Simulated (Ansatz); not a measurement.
# BF₃ (singlet): the correlation ladder, 6-31G*

One table from this session's results is given with a row withheld; the runs are named, their logs left out.

Method: 6-31G*, core rule «outside noble gas», up to 4 orbitals frozen; program: Ansatz 0.2.0, Gaussian basis.

To be run: UHF; CCSD(T) on RHF; BCCD(T) on RHF; CISD; CCSDT(Q) on RHF.

25 further runs of the same task are left out: 7 for a known fault of the program, 1 that didn't finish, 17 set aside as unsound or not needed.

## The system

The geometry is an MP2(full)/6-31G* stationary point (not a proven minimum).

4 atoms, charge 0, spin multiplicity 1.

Atoms are counted from 1 here; the program's logs count them from 0.

Bond lengths: B1–F2 1.322 Å, B1–F3 1.322 Å, B1–F4 1.322 Å. Angles: F2–B1–F3 120.0°, F2–B1–F4 120.0°, F3–B1–F4 120.0°.

The first run:

The input, in.yaml:

```yaml
crystal:
  periodic: [false, false, false]
  atoms:
    - {symbol: B, position_ang: [0.000000, 0.000000, 0.000000]}
    - {symbol: F, position_ang: [0.000000, 1.321760, 0.000000]}
    - {symbol: F, position_ang: [1.144678, -0.660880, 0.000000]}
    - {symbol: F, position_ang: [-1.144678, -0.660880, 0.000000]}
basis:
  gaussian: {orbitals: "6-31G*"}
magnetization: {spin_polarized: true, initial_magnetization: 0}
hamiltonian: {xc: hf}
output: {orbitals: {seedname: orbitals}}
```

Run with:

```bash
> ansatz run in.yaml --threads 1 --pin off --events-out ev --progress --plain --max-ram 3793MiB --backend cpu
```

Among the steps run: UHF; CCSD(T) on RHF; BCCD(T) on RHF; CISD; CCSDT(Q) on RHF.

One of the session's tables, all rows but one given; the rest of the session is left out.

```
   method  from RCCSDT(Q) (meV)
      RHF              +16389.2
     RMP2                +482.1
     CISD                     ?
    RCCSD                +354.5
 RCCSD(T)                 +43.6
  BCCD(T)                 +33.5
   RCCSDT                 +28.1
RCCSDT(Q)                     0
```

**Question.** Estimate the row for CISD.

**Answer.** from RCCSDT(Q) (meV): +1982.8. In the column «from RCCSDT(Q) (meV)» it lies between RMP2 (+482.1) and RHF (+16389.2).
